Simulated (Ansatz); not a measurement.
Process, species as SMILES: ClCl (Cl2) + [H][H] (H2) → 2 Cl (HCl)
B3LYP-D3(BJ)/def2-TZVP geometries, fixed; electronic energies without zero-point terms.

Basis-set convergence of the energy of full hydrogenation at HF with Ansatz (a program for electronic structure). Cartesian d functions, on some or all atoms, in 6-31G*, 6-31G**; all else is spherical. No added dispersion term, no relativity. Functions are those of the species that has most. Reference: the value in pcseg-4, -51.14 kcal/mol, itself unsure by roughly 0.10 kcal/mol (its mean distance from aug-pcseg-3, aug-cc-pV(Q+d)Z, cc-pV(5+d)Z). Deviations are taken from unrounded values.

```tsv
basis	functions	energy of full hydrogenation (kcal/mol)	minus reference (kcal/mol)
pcseg-0	26	-47.83	3.31
def2-SVP	36	-55.52	-4.37
6-31G*	38	-50.42	0.72
6-31G**	38	-55.38	-4.23
cc-pV(D+d)Z	46	-56.38	-5.24
aug-pcseg-1	54	-55.57	-4.43
aug-cc-pV(D+d)Z	64	-56.85	-5.71
pcseg-2	68	-52.45	-1.30
def2-TZVPD	92	-51.23	-0.09
aug-pcseg-2	100	-51.58	-0.43
aug-cc-pV(T+d)Z	110	-51.60	-0.46
pcseg-3	128	-51.30	-0.15
def2-QZVPP	140	-51.31	-0.16
```

The smallest set listed that lies within 2 kcal/mol of the reference with all its larger relatives (same family, alike in diffuse functions; a set with none counts only in the reference's own line) is pcseg-2 (68 functions, -1.30 kcal/mol off). Inside the window by cancellation, since a larger relative falls out: 6-31G*. Inside, with no larger relative to test it: def2-QZVPP. (Relatives not listed, tested too: 6-311G** -7.01, def2-TZVPPD -0.82, def2-QZVPPD -0.17, aug-cc-pV(Q+d)Z -0.21, aug-pcseg-3 -0.03, pcseg-4 0.00 kcal/mol.)
